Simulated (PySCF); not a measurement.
**`C#CC[S@](C)=O`: 4 charge schemes on one density**

C4H6OS.
Geometry (GFN2-xTB, Å), atoms numbered from 1 in this order:
```xyz
12
C4H6OS angstrom
C      2.068   -1.348   -0.448
C      1.497   -0.301   -0.337
C      0.773    0.923   -0.173
S     -0.572    0.745    1.132
C     -1.543   -0.505    0.182
O     -1.329    1.992    1.047
H      2.590   -2.251   -0.562
H      0.285    1.239   -1.095
H      1.423    1.720    0.188
H     -1.894   -0.060   -0.743
H     -0.905   -1.360   -0.010
H     -2.392   -0.795    0.792
```

Density: PBE0/pcSseg-1 (PySCF); schemes: Mulliken, IAO, Hirshfeld and ESP-fitted. Geometry: GFN2-xTB, one conformer, isolated molecule.

Task: Do the Mulliken, IAO, Hirshfeld and ESP-fitted schemes agree on where the charge is lowest?

Result: The schemes don't all agree: Mulliken O6 (-0.609); IAO O6 (-0.895); Hirshfeld O6 (-0.365); ESP-fitted C3 (-0.520).

Task: For which atoms does the sign change between the 4 schemes (beyond +0.03 e in one, beyond −0.03 e in another)?

Result: C2.

Task: Tabulate the Mulliken, IAO, Hirshfeld and ESP-fitted charges.

Result: In e:

| atom | environment | Mulliken | IAO | Hirshfeld | ESP-fitted |
| --- | --- | --- | --- | --- | --- |
| C1 | terminal alkyne carbon | -0.329 | -0.238 | -0.107 | -0.428 |
| C2 | alkyne carbon | +0.136 | -0.040 | -0.048 | +0.102 |
| C3 | sp3 carbon bound to sulfur | -0.299 | -0.425 | -0.072 | -0.520 |
| S4 | sulfinyl sulfur | +0.614 | +1.104 | +0.352 | +0.396 |
| C5 | S-methyl carbon | -0.413 | -0.581 | -0.133 | -0.486 |
| O6 | sulfinyl oxygen | -0.609 | -0.895 | -0.365 | -0.446 |
| H7 | alkyne hydrogen | +0.049 | +0.206 | +0.096 | +0.307 |
| H8 | methylene hydrogen | +0.185 | +0.179 | +0.062 | +0.253 |
| H9 | methylene hydrogen | +0.195 | +0.189 | +0.066 | +0.268 |
| H10 | methyl hydrogen | +0.151 | +0.162 | +0.052 | +0.191 |
| H11 | methyl hydrogen | +0.158 | +0.169 | +0.042 | +0.165 |
| H12 | methyl hydrogen | +0.162 | +0.170 | +0.055 | +0.199 |

Mean size of the charges over all atoms: IAO 0.363 e, ESP-fitted 0.313 e, Mulliken 0.275 e, Hirshfeld 0.121 e. Each set sums to the total charge, 0, to within 0.001 e. The Mulliken scheme counts on each atom the diagonal of the density matrix times the overlap matrix over that atom's basis functions.

Task: Sum the charges by element, for elements with more than one atom.

Result: 
```json
{"element": "C", "atoms": "4", "Mulliken": "-0.905", "IAO": "-1.284", "Hirshfeld": "-0.359", "ESP-fitted": "-1.332"}
{"element": "H", "atoms": "6", "Mulliken": "+0.900", "IAO": "+1.075", "Hirshfeld": "+0.373", "ESP-fitted": "+1.382"}
```

Task: How many electrons does the ESP-fitted scheme count on C5?

Result: Z − q = 6 − (-0.486) = 6.486.

Task: How closely do the schemes follow one another over all atoms?

Result: Correlation coefficient and root-mean-square difference: IAO with Hirshfeld 0.97, 0.326 e; Mulliken with IAO 0.96, 0.189 e; Mulliken with Hirshfeld 0.93, 0.185 e; Mulliken with ESP-fitted 0.92, 0.135 e; IAO with ESP-fitted 0.86, 0.258 e; Hirshfeld with ESP-fitted 0.81, 0.230 e.
